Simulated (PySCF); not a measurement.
Theory: core-valence-separated Tamm–Dancoff BHandHLYP/aug-pcX-1 (pcseg-1 on H) in PySCF, non-relativistic, gas phase, PBE0-D3(BJ)/def2-SVP geometry. Absolute energies from this functional tend to lie a few eV below measured edges; no shift was applied.

Main lines of an unknown, eV (oscillator strength): C K: 282.4 (0.057), 282.8 (0.052), 283.0 (0.066), 283.1 (0.066), 283.2 (0.056). Listed: the first five lines at most of each edge with a tenth or more of its strongest line's intensity; roots within 0.03 eV on the same or equivalent atoms are summed. Only the lowest roots were sought, and the top ones are left out.

Task: Which candidate gives them?
A. `C=CC=C=C`
B. `C1=C[C@H]2C[C@@H]12`

Result: A. 

- `C=C=CC=C`: C K: 282.4 (0.057), 282.8 (0.052), 283.0 (0.066), 283.1 (0.066), 283.2 (0.056). First C line listed at 282.4 eV, hole on the terminal =CH2 carbon (1s→π*).
- `C1=C[C@H]2C[C@@H]12`: C K: 282.6 (0.117), 285.0 (0.040), 285.1 (0.027), 286.1 (0.042), 286.1 (0.016). First C line listed at 282.6 eV, hole on the alkene CH carbon.

One conformer each; other structures than these candidates weren't tested.

Shape of the structure used: `[CH2:1]=[C:2]=[CH:3][CH:4]=[CH2:5]`: C2–C3–C4–C5 180°.
